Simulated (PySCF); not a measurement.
Working out the ionisation energy of B

B [He] 2s2 2p1 (2P) → B⁺ [He] 2s2 (1S). All numbers are calculated (PySCF 2.14, scalar relativity by spin-free X2C-1e, in aug-cc-pCVTZ-DK with one added diffuse shell each of s, p, d, f type (8s7p5d3f, 75 functions)). Frozen: nothing. Energies in hartree (1 hartree = 27.21139 eV):

```csv
part,B (lower),B⁺ (upper)
UHF,-24.538931,-24.243717
MP2 opposite-spin,-0.083272,-0.078217
MP2 same-spin,-0.005408,-0.001679
```

What does Hartree-Fock give?

(-24.243717) − (-24.538931) = 0.295214 hartree = 8.033 eV.

What do MP2 and SCS-MP2 (6/5 opposite-spin, 1/3 same-spin) give?

The opposite-spin parts differ by 0.138 eV and the same-spin parts by 0.101 eV. MP2: 8.033 + (0.138) + (0.101) = 8.272 eV. SCS-MP2: 8.033 + 1.2 × (0.138) + (0.101)/3 = 8.232 eV.

Measured between the centres of the two terms (NIST): 8.297 eV, so MP2 (valence and next inner shell) is off by -0.025 eV.

What remains against the reference includes basis incompleteness and correlation beyond second order.
